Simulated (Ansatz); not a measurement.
**Competing steps**

Reactants: SiH₄ + NH₃ + HF (brackets give SMILES or just the links). Saddle points were found for several chosen steps; others may exist. Gas-phase electronic energies, without zero-point energy, by CCSD(T) at an estimated basis limit (MP2 extrapolated from triple and quadruple zeta, plus CCSD(T) − MP2 in triple zeta); Ansatz 0.2.0, def2-TZVPP and QZVPP, frozen cores, on PBE0-D4/def2-TZVP structures. Extrapolation: Hartree–Fock as exp(−7.88 √X), correlation as X^−2.97. No counterpoise correction.

Question: Rank the steps by the energy of their saddle points, lowest first, and give each saddle's height above the lowest. (An estimate is asked for; the value comes from the calculation.)
A. ligand exchange through a proton shuttle, to SiH₃F ([F][SiH3]) + NH₃ + H₂ (breaks or loosens F–H, H–N, H–Si; forms F–Si, H–H, H–N)
B. ligand exchange through a proton shuttle, to SiNH₅ ([NH2][SiH3]) + HF + H₂ (breaks or loosens F–H, H–N, H–Si; forms F–H, H–H, N–Si)

Answer: Computed: A (0.000 eV), B (0.381 eV). Heights count from the lowest.

The lowest of these saddles lies at 0.634 eV relative to the separated reactants.

Question: Does the lowest of these saddles lead to the lowest end structure (the products still in contact)? (A judgement: the text doesn't fix the answer.)

Answer: The calculation gives: Yes. Relative to the separated reactants, the ends lie at -1.265 (SiH₃F ([F][SiH3]) + NH₃ + H₂); -0.671 (SiNH₅ ([NH2][SiH3]) + HF + H₂) eV.

No T1 diagnostic of these runs exceeds 0.012.

For scale, one of the runs: CCSD(T)/def2-TZVPP, 216 basis functions, launched by `ansatz run in.yaml --threads 4 --pin off --events-out ev --progress --plain --max-ram 9574MiB`. Hardware: 4 CPU threads of an Arm Neoverse V2, shared host. Wall time 40 s; peak host memory 3.2 GiB.
